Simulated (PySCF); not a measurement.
Molecule (SMILES): CCl (CH3-Cl).
Geometry (B3LYP-D3(BJ)/def2-TZVP, fixed):
```
C
H 1 1.0858
H 1 1.0858 2 110.57
H 1 1.0858 2 110.57 3 -122.80
Cl 1 1.7944 2 108.35 3 118.60
```
Charge 0, spin multiplicity 1.

Basis-set convergence of the lowest singlet excitation energy at CAM-B3LYP with PySCF. Tamm-Dancoff approximation; the state is taken by its order, and sets in which it differs in degeneracy or brightness are left out, yet its character can still change. All functions are spherical. Density fitting with generated auxiliary sets. In sets without p functions on hydrogen, species with hydrogen take exact integrals. No added dispersion term, no relativity. Reference: the value in aug-pcseg-2, 7.102 eV, itself unsure by roughly 0.019 eV (its distance from aug-cc-pV(T+d)Z).

| basis | functions | lowest singlet excitation energy (eV) |
|---|---|---|
| 3-21G | 28 | 7.810 |
| 6-31G | 28 | … |
| pcseg-0 | 28 | 7.743 |
| def2-SV(P) | 38 | 7.765 |
| 6-31G** | 47 | … |
| pcseg-1 | 47 | … |
| 6-311G** | 62 | 7.501 |
| 6-311+G** | 70 | 7.246 |
| aug-pcseg-1 | 77 | 7.174 |
| aug-cc-pV(D+d)Z | 82 | 7.089 |
| pcseg-2 | 106 | 7.340 |
| def2-TZVPD | 110 | 7.124 |
| def2-TZVPPD | 139 | … |
| 6-311++G(3df,3pd) | 140 | 7.103 |
| aug-pcseg-2 | 165 | 7.102 |
| aug-cc-pV(T+d)Z | 170 | 7.082 |
| cc-pV(Q+d)Z | 209 | 7.250 |
| pcseg-3 | 223 | 7.146 |

Q: What belongs in the gaps?

A: 
- 6-31G, lowest singlet excitation energy (eV): 7.714
- 6-31G**, lowest singlet excitation energy (eV): 7.641
- pcseg-1, lowest singlet excitation energy (eV): 7.497
- def2-TZVPPD, lowest singlet excitation energy (eV): 7.118
